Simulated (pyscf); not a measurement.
Optimised with ωB97X-D3(BJ)/def2-SVP in PySCF.

Estimate the classical barrier height and the reaction energy of SiH₄ + HF + HF → F–SiH₃ + H₂ + HF at PBE/def2-TZVP. The step runs on the singlet surface, breaks H–Si, F–H, F–H and forms F–Si, H–H, F–H; take the separated reactants as zero.

ΔE‡ = 13.3 kcal/mol, ΔE = -24.5 kcal/mol. ωB97M-D3(BJ)/def2-TZVP gives 22.1 kcal/mol and -25.9 kcal/mol. Zero-point energy shifts the barrier by +2.6 kcal/mol. It is a multi-bond step, with an imaginary mode of 1211i cm⁻¹. On the reactant side the descent ends in a bound adduct, 8.6 kcal/mol under the separated species and 31.2 kcal/mol under the saddle at ωB97X-D3(BJ)/def2-TZVP. On the product side the descent ends in a complex (not fully relaxed), 5.7 kcal/mol under the separated species and 54.2 kcal/mol under the saddle at ωB97X-D3(BJ)/def2-TZVP. One saddle was located; it need not be the lowest between these sides.
